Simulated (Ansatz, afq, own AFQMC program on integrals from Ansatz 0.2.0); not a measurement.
Integrals from Ansatz 0.2.0, then the random walk in our own AFQMC program (afq).

```yaml
crystal:
  periodic: [false, false, false]
  atoms:
    - {symbol: Hf, position_ang: [0.000000, 0.000000, 0.000000]}
    - {symbol: B, position_ang: [0.000000, 0.000000, 2.136000]}
basis:
  gaussian: {orbitals: def2-TZVP}
magnetization: {spin_polarized: false, initial_magnetization: 5}
correlation: {method: ccsd_t, electrons: outside_noble_gas, hamiltonian_folder: ham}
```

```sh
$ ansatz run in.yaml --threads 1 --pin off --events-out ev --progress --plain --max-ram 24576MiB --backend cuda --devices 0, --max-vram 18GiB
```

Options of the walk:

```
--method free --trial cisd --walkers 4000 --time-step 0.03 --max-blocks 4000 --target-error 0.00032 --factor-cut 1e-05 --seed 4340 --times 0,0.3,0.6,1.2,1.8,2.4,3.6,4.8,6 --taylor-order 8
```

Times are imaginary, in 1/Eh. The walk had a cap of 120 s. Core potentials past Kr, no spin–orbit coupling.

Log:

```
orbitals 66  electrons 6 1  factors 502 of 558
reference energy -71.95358099 Eh
CCSD correlation -0.13002246 Eh in 15 cycles, weight of the determinant in the CISD state 0.8680
repeat  energy at the last time / Eh  error
    10  -72.094222  0.000257
    20  -72.093398  0.000764
    30  -72.093729  0.000519
time / (1/Eh)  energy / Eh  error  mean overlap
  0.00  -72.083617  0.000013  1.1521
  0.30  -72.088040  0.000023  1.1522
  0.60  -72.090146  0.000033  1.1538
  1.20  -72.092019  0.000042  1.1594
  1.80  -72.092879  0.000042  1.1635
  2.40  -72.093346  0.000041  1.1677
  3.60  -72.093999  0.000076  1.1732
  4.80  -72.094250  0.000085  1.1806
  6.00  -72.093820  0.000411  1.1952
energy -72.093820 +/- 0.000411 Eh
```

The time cap ended the run before it passed its tests.

Against this walk (error 11.2 meV) on the same determinant: CCSD(T) 39.2 meV higher, CCSDT(Q) 12.3 meV lower (within the noise). The error is statistical, and a free projection of finite length keeps a remainder of its start. None of these is a sure reference here. The last points scatter (meV from the last: 25.6 ± 1.1 at 1.80, 12.9 ± 1.1 at 2.40, -4.9 ± 2.1 at 3.60, -11.7 ± 2.3 at 4.80, 0 ± 11 at 6.00); the last is the one printed as the energy, and the gaps above move with that scatter.

Cautions: remainder of the start not in the error; phase noise grows fast; error above the target (11.2 against 8.7 meV); no spin-orbit coupling; outer-core shells of the metal frozen; another spin lies lower; strong correlation (T1 0.051, weight of the determinant 0.87, largest double 0.05); (T) is large, 7 % of the CCSD correlation; CCSDT(Q) on the UHF determinant differs (71 meV lower), by its state or its frozen core.

The walk took 2 min on 1 × NVIDIA H100 80GB HBM3 with 2 threads of AMD EPYC 7R13 Processor (Zen 3), with other jobs on the host (the card was shared). The log's last line is the free-projection energy.

CCSDT and higher add their correlation energy to the determinant of the CCSD(T) run, since their own runs factorise the integrals more tightly (a shift of under 2 meV). A walk keeps the symmetry of its determinant, which the program's search chose and which needn't be the lowest solution, so a lower state of the same spin and another symmetry isn't excluded.
